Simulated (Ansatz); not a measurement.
Q: Name a neutral molecule of C, Cl, Mg and H with HOMO–LUMO gap (PBE0/def2-TZVPP) between 6.45 and 6.75 eV and HOMO energy (PBE/def2-TZVPP) between -6.45 and -6.15 eV (Ansatz, PBE0-D4/def2-TZVP geometry).

A: `[CH3][Mg][Cl]` (6.53 eV, -6.41 eV). Other molecules can fit too; these were computed, each in one conformer that needn't be the lowest.
